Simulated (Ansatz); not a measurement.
C2H5NO, SMILES `C=C(N)O`. Total charge 0; spin multiplicity 1.

Z-matrix (Å, degrees):
```
C
C 1 1.338
H 1 1.080 2 120.9
H 1 1.081 2 120.9 3 -177.8
N 2 1.376 1 126.3 3 4.1
O 2 1.355 1 124.2 3 -178.6
H 5 1.008 2 113.9 1 -150.1
H 5 1.006 2 114.7 1 -17.2
H 6 0.961 2 108.3 1 3.3
```

(1) Give the diagnostics of a CCSD(T)/def2-TZVPP run (frozen core, Ansatz). (Best estimate.)

Answers

(1) Ansatz gave: T1 = 0.0118, largest single amplitude 0.031, largest double 0.066, (T) share of the correlation energy 3.9 %, 10 CCSD cycles. The RHF solution is stable towards an unrestricted one. T1 lies under the customary mark of 0.02 for closed shells.
